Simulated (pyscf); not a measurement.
O=Os(=O)(=O)(OH)–F (SMILES [O]=[Os](=[O])(=[O])([OH])[F]) → O=Os(=O)(=O)=O (SMILES [O]=[Os](=[O])(=[O])=[O]) + HF (SMILES F) (elimination; singlet surface; F–Os, H–O broken, F–H formed). Structures and frequencies: ωB97X-D3(BJ)/def2-SVP in PySCF. Energies in kcal/mol from the reactant's lowest minimum found.

| level | barrier | reaction energy |
|---|---|---|
| ωB97X-D3(BJ)/def2-TZVP | 10.3 | -10.9 |
| PBE/def2-TZVP | 7.5 | -9.9 |
| B3LYP-D3(BJ)/def2-TZVP | 9.9 | -10.9 |
| PBE0-D3(BJ)/def2-TZVP | (withheld) | -10.7 |
| M06-2X/def2-TZVP | (withheld) | (withheld) |
| ωB97M-D3(BJ)/def2-TZVP | 10.0 | -11.9 |

Task: Complete the blanks.

Result: 
- PBE0-D3(BJ)/def2-TZVP, barrier: 9.2
- M06-2X/def2-TZVP, barrier: 8.9
- M06-2X/def2-TZVP, reaction energy: -13.6

The functionals in the table span 2.8 kcal/mol in this barrier, from PBE to ωB97X-D3(BJ)/def2-TZVP. This is the saddle that the search found; another between the same sides may lie lower. Elements past Kr carry the def2 core potentials, without spin-orbit coupling.
